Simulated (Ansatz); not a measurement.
A trace of molecular dynamics of B₂H₂O (5 atoms, charge 0, multiplicity 1).

Theory: RKS B3LYP-D4/6-31G (Ansatz 0.2.0).

- ensemble: NVE (velocity Verlet)
- starting velocities drawn for: 300 K
- seed: 3517

```csv
time (fs),T (K),potential energy less start (eV),conserved less start (meV/atom)
0,300,0.000,0.00
4,229,0.028,0.02
8,154,0.057,0.02
12,181,0.046,0.02
16,260,0.016,0.03
20,519,-0.084,0.06
24,1107,-0.313,-0.03
28,1252,-0.369,-0.06
32,805,-0.196,0.01
36,568,-0.104,0.06
40,1149,-0.329,-0.06
44,1314,-0.393,-0.04
48,964,-0.258,0.00
52,516,-0.084,0.03
56,243,0.022,0.07
60,537,-0.092,0.07
64,1193,-0.347,-0.03
68,1386,-0.422,-0.10
72,657,-0.138,0.08
76,746,-0.172,0.07
80,1522,-0.474,-0.10
84,1432,-0.439,-0.05
88,715,-0.161,0.05
92,247,0.021,0.09
96,495,-0.075,0.06
100,939,-0.248,-0.03
```

Question: Is this trajectory sound?

Answer: The conserved energy stayed within 0.13 meV per atom of its start (net change -0.027 meV per atom), so the integration is sound. The kinetic energy rose, since the run started high on the potential surface and went downhill. A run of 0.1 ps of so small a system gives no equilibrium averages. The orbitals stay closed-shell, which can raise the energy where a bond breaks towards radicals; this wasn't checked here. Limits of this set-up: no polarisation functions. The time step was 0.5 fs.

Run time: 5.2 min on 1 thread of Intel(R) Xeon(R) Processor @ 2.50GHz (Skylake/Cascade Lake) (shared host), peak memory 0.091 GiB.
